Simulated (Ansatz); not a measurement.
## Anatase TiO2 (metastable phase)

Computed with PBE0 (Ansatz, an electronic-structure program, plane waves, PAW).

Run with plane-wave cutoff 520 eV, 8×8×8 k mesh, no spin polarisation, scalar-relativistic PAW data made under PBE.

Cell (relaxed at this level):

TiO$_{2}$ is modelled in the tetragonal space group I4₁/amd, origin choice 1 (No. 141), the anatase structure, Pearson symbol tI12. Conventional cell: a = 3.7599 Å, b = 3.7599 Å, c = 9.5849 Å, α = 90.00°, β = 90.00°, γ = 90.00°. Ti on 4a sees 6 O at 1.926–1.977 Å. O on 8e is coordinated by 3 Ti at 1.926–1.977 Å. (Neighbours: up to the widest gap in distance over summed covalent radii, below 1.35, at either atom; cation-cation and far metal-metal contacts left out.)
(The calculation used a cell of 6 atoms; values per cell refer to that cell.)

```json
{
  "elastic constant C11": "373 GPa",
  "elastic constant C12": "165 GPa",
  "elastic constant C13": "159 GPa",
  "elastic constant C33": "228 GPa",
  "elastic constant C44": "52.8 GPa",
  "elastic constant C66": "67.2 GPa",
  "Voigt–Reuss–Hill bulk modulus": "209 GPa",
  "polycrystal shear modulus (Hill average)": "64.8 GPa",
  "young_modulus": "176 GPa",
  "poisson_ratio": "0.359"
}
```

Elastic constants are with the ions relaxed.

Computed values are for the static lattice.

The result took around 8 core-hours (rough).
